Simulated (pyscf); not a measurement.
BH₃ (SMILES B) + HB=O (SMILES B=O) → H₂B–BH–OH (SMILES BBO) (addition across a multiple bond or ene-type step; singlet surface; B–H broken, B–B, H–O formed). PySCF, gas phase, ωB97X-D3(BJ)/def2-SVP geometries. Correlated levels are frozen-core, on RHF or UHF. ΔMP2 is the change of the MP2 total energy from the triple- to the quadruple-zeta basis. Energies in kcal/mol from the separated reactants.

| level | barrier | reaction energy |
|---|---|---|
| PBE/def2-TZVP | 44.5 | -8.1 |
| r²SCAN/def2-TZVP | 48.1 | -8.5 |
| PBE0-D3(BJ)/def2-TZVP | 47.5 | -11.4 |
| M06-2X/def2-TZVP | … | -7.9 |
| HF/def2-TZVP | 74.3 | -4.6 |
| MP2/def2-QZVPP | 55.6 | -3.4 |
| CCSD(T)/def2-TZVPP + ΔMP2(QZVPP) | … | … |

Question: Complete the blanks.

Answer: 
- M06-2X/def2-TZVP, barrier: 55.1
- CCSD(T)/def2-TZVPP + ΔMP2(QZVPP), barrier: 55.8
- CCSD(T)/def2-TZVPP + ΔMP2(QZVPP), reaction energy: -5.8

Of the functionals in the table, M06-2X is closest to CCSD(T)/def2-TZVPP + ΔMP2(QZVPP) in the barrier (0.7 kcal/mol apart) and PBE least close (11.3 kcal/mol); that level has limits of its own. The reactants may also form a dative adduct at BH₃; it and routes through it were not searched. At the saddle there is also a short B–H contact that neither side keeps. H₂B–BH–OH lies 33.5 kcal/mol over its isomer H₂B–O–BH₂ (electronic energy, ωB97M-D3(BJ)). This is the saddle that the search found; another between the same sides may lie lower. The CCSD(T) − MP2 part came from Ansatz, without density fitting, on the same reference.
